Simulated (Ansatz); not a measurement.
```xyz
13

C     1.4256    0.4389    0.3891
C     0.7270    0.1480   -0.9207
O    -0.2803   -0.8489   -0.8395
C    -1.4721   -0.4439   -0.2457
C    -1.4750   -0.5346    1.2224
N    -1.4983   -0.6135    2.3686
H     0.7640    0.9060    1.1202
H     2.2593    1.1225    0.2097
H     1.8218   -0.4798    0.8255
H     1.4389   -0.2435   -1.6500
H     0.2923    1.0661   -1.3415
H    -1.7400    0.5854   -0.5239
H    -2.2631   -1.1028   -0.6141
```

Charge 0, multiplicity 1.

Problem. List the r2SCAN/def2-TZVPP orbital energies in eV (the Gaussian-basis code of Ansatz). (An estimate is asked.)

Solution. Computed: Occupied: -516.66, -385.39, -275.89, -274.79, -274.14, -273.05, -28.19, -23.89, -20.65, -19.21, -16.37, -14.15, -13.35, -12.94, -11.23, -11.05, -9.98, -9.67, -9.19, -8.86, -8.37, -8.19, -7.09. Lowest empty: -0.64, 0.02, 0.93, 1.97, 2.10, 2.47, 2.58, 3.08.
